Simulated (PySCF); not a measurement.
# Which determinant of NaAl⁺ lies lowest?

Unrestricted PBE0; basis Na aug-cc-pVDZ, Al aug-cc-pV(D+d)Z; no relativity; PySCF 2.14. Outer shells of the fragments: Na+ closed shells only; Al 3s2 3p1.

Followed along the bond (rough minima from three points):

```csv
2Ms+1,unpaired,⟨S²⟩ at the start,R at minimum (Å),Te (eV)
2,σ ↑,0.76,3.40,0.00
2,π ↑,0.76,3.31,0.86
4,"σ ↑↑, π ↑",3.75,3.45,3.79
```

Solutions found at the starting distance of 2.870 Å, counted from the lowest of them; the search is not exhaustive and high or unbound solutions are not listed, so other states can lie among these:

```json
{"2Ms+1": "2", "unpaired": "σ ↑", "term": "²Σ⁺", "E (eV)": "0.00", "⟨S²⟩": "0.76", "⟨Lz²⟩": "0.00", "μ (D)": "-3.30"}
{"2Ms+1": "2", "unpaired": "π ↑", "term": "²Π", "E (eV)": "0.76", "⟨S²⟩": "0.76", "⟨Lz²⟩": "1.01", "μ (D)": "-3.99"}
{"2Ms+1": "4", "unpaired": "σ ↑↑, π ↑", "term": "⁴Π", "E (eV)": "3.82", "⟨S²⟩": "3.75", "⟨Lz²⟩": "1.00", "μ (D)": "-3.91"}
{"2Ms+1": "4", "unpaired": "σ ↑, π ↑↑", "term": "⁴Σ⁻", "E (eV)": "4.58", "⟨S²⟩": "3.75", "⟨Lz²⟩": "0.00", "μ (D)": "-4.10"}
{"2Ms+1": "2", "unpaired": "σ ↑↑, π ↓", "term": "mixed", "E (eV)": "5.00", "⟨S²⟩": "1.75", "⟨Lz²⟩": "1.00", "μ (D)": "-3.81"}
{"2Ms+1": "4", "unpaired": "σ ↑↑↑", "term": "⁴Σ⁺", "E (eV)": "7.31", "⟨S²⟩": "3.75", "⟨Lz²⟩": "0.00", "μ (D)": "6.19"}
{"2Ms+1": "4", "unpaired": "σ ↑, π ↑↑", "term": "mixed", "E (eV)": "8.96", "⟨S²⟩": "3.75", "⟨Lz²⟩": "2.00", "μ (D)": "2.36"}
{"2Ms+1": "4", "unpaired": "σ ↑↑, δ ↑", "term": "⁴Δ", "E (eV)": "9.66", "⟨S²⟩": "3.75", "⟨Lz²⟩": "4.00", "μ (D)": "-3.51"}
```

A term symbol is given only where ⟨S²⟩ and ⟨Lz²⟩ are close to those of a pure state; real π, δ and φ orbitals otherwise mix terms. A positive dipole points towards Al; it is taken about the centre of mass and depends on that origin.

Task: Compare the gap between the two lowest followed solutions at the starting distance with the gap between their minima.

Result: At PBE0 the second solution (doublet, unpaired electrons π ↑) lies +0.76 eV from the first (doublet, unpaired electrons σ ↑) at 2.870 Å and +0.86 eV at the minima; the two curves relax by different amounts, since their minima lie near 3.31 and 3.40 Å.

Counting both spins, an empty level lies below a filled one in some of these solutions, because spin and occupation are held.
